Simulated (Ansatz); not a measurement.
Two shapes of doublet C₂HO.

Shape 1:

```xyz
4

H    -0.0041   -0.1371    0.0691
C     0.3950    0.3540    0.9423
C     1.1166    0.5130    1.9994
O     1.6527    0.6989    3.0158
```

Shape 2:

```xyz
4

H     0.0500   -0.0489    0.0889
C     0.3673    0.4928    0.9788
C     1.0389    0.4854    2.0404
O     1.7284    0.6099    2.9564
```

Basis set: def2-SVP (spherical functions). Left uncorrelated: 3 orbitals. Charge 0, multiplicity 2.

Computed with Ansatz (development build ahead of 0.2.0); each method stands on the lowest determinant of its kind that the runs found.

Problem. Which shape is lower in energy, and by how much in each method?

Solution.

| method | E(2) − E(1) (eV) |
| --- | --- |
| UHF | 0.014 |
| UHF-MP2 | 0.064 |
| PBE0 (unrestricted) | 0.056 |

Shape 1 is lower.
